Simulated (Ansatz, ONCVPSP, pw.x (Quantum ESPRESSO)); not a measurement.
## What a changed setting does to a pw.x run (bcc Ru)

Potential: optimised norm-conserving Vanderbilt (ONCV), ONCVPSP 4.0.1.1 (patched build), PBEsol; core [Ar] 3d10, reference 4s2 4p6 4d7 5s1; waves: 4s+5s: rc 2.16 bohr, ncon 4, nbas 8, qcut 7.6 1/bohr, 2 projectors; 4p: rc 2.10 bohr, ncon 3, nbas 8, qcut 7.9 1/bohr, 3 projectors, debl 3.1 Ha; 4d: rc 1.62 bohr, ncon 3, nbas 7, qcut 8.3 1/bohr, 2 projectors, debl 0.7 Ha; local part: polynomial inside 1.62 bohr (lpopt 5, dvloc0 0 Ha); core correction: none.

The reference run (k-mesh 15³, cutoffs 65/260 Ry, Fermi–Dirac 0.01 Ry, mixing_beta 0.4, conv_thr 1e-9, no spin) gives 1.21 GPa at 13.768 Å³/atom, where all-electron LAPW gives 0.38 GPa. This run, with its own iteration cap, changes smearing to mv.

```
&control
  calculation='scf', prefix='x', pseudo_dir='./', outdir='./tmp', tstress=.true., disk_io='none'
/
&system
  ibrav=0, nat=1, ntyp=1, ecutwfc=65, ecutrho=260, nbnd=16,
  occupations='smearing', smearing='mv', degauss=0.01
/
&electrons
  conv_thr=1e-09, mixing_beta=0.4, electron_maxstep=50
/
ATOMIC_SPECIES
Ru 1.0 Ru.UPF
CELL_PARAMETERS angstrom
  -1.50986096 1.50986096 1.50986096
  1.50986096 -1.50986096 1.50986096
  1.50986096 1.50986096 -1.50986096
ATOMIC_POSITIONS crystal
Ru 0.0000 0.0000 0.0000
K_POINTS automatic
15 15 15 0 0 0
```

```bash
pw.x < Ru.scf.in > Ru.scf.out
```

**Question.** How does the run end?

**Answer.** It converges in 7 iterations; the free energy moves by +56.3 meV/atom and the pressure by -1.07 GPa. This scheme is built to cancel the term in the square of the width that Fermi–Dirac smearing leaves in the F of a metal.

```
Message from routine setup:
     using ibrav=0 with symmetry is DISCOURAGED, use correct ibrav instead
     lattice parameter (alat)  =       4.9419  a.u.
     unit-cell volume          =      92.9111 (a.u.)^3
     number of electrons       =        16.00
     number of Kohn-Sham states=           16
     kinetic-energy cutoff     =      65.0000  Ry
     charge density cutoff     =     260.0000  Ry
     scf convergence threshold =      1.0E-09
     Exchange-correlation= PBESOL
     number of k points=   120  Marzari-Vanderbilt smearing, width (Ry)=  0.0100
     iteration #  1     ecut=    65.00 Ry     beta= 0.40
     total energy              =    -191.51438315 Ry
     estimated scf accuracy    <       0.13084999 Ry
     iteration #  2     ecut=    65.00 Ry     beta= 0.40
     total energy              =    -191.53233339 Ry
     estimated scf accuracy    <       0.00428085 Ry
     iteration #  3     ecut=    65.00 Ry     beta= 0.40
     total energy              =    -191.53240001 Ry
     estimated scf accuracy    <       0.00083818 Ry
     iteration #  4     ecut=    65.00 Ry     beta= 0.40
     total energy              =    -191.53245267 Ry
     estimated scf accuracy    <       0.00001814 Ry
     iteration #  5     ecut=    65.00 Ry     beta= 0.40
     total energy              =    -191.53245444 Ry
     estimated scf accuracy    <       0.00000101 Ry
     iteration #  6     ecut=    65.00 Ry     beta= 0.40
     total energy              =    -191.53245456 Ry
     estimated scf accuracy    <       0.00000006 Ry
     iteration #  7     ecut=    65.00 Ry     beta= 0.40
     the Fermi energy is    23.0854 ev
!    total energy              =    -191.53245457 Ry
     estimated scf accuracy    <          9.4E-10 Ry
     smearing contrib. (-TS)   =      -0.00008647 Ry
     The total energy is F=E-TS. E is the sum of the following terms:
     one-electron contribution =     -38.32007663 Ry
     hartree contribution      =      30.09356557 Ry
     xc contribution           =     -20.04425177 Ry
     ewald contribution        =    -163.26160526 Ry
     convergence has been achieved in   7 iterations
          total   stress  (Ry/bohr**3)                   (kbar)     P=        1.42
     Message from routine punch:
     Nothing written, as per user request (disk_io='none')
```

The run took about 23 s on one core of a shared host (Neoverse-N1, 64 threads, 124 GiB, load 54).
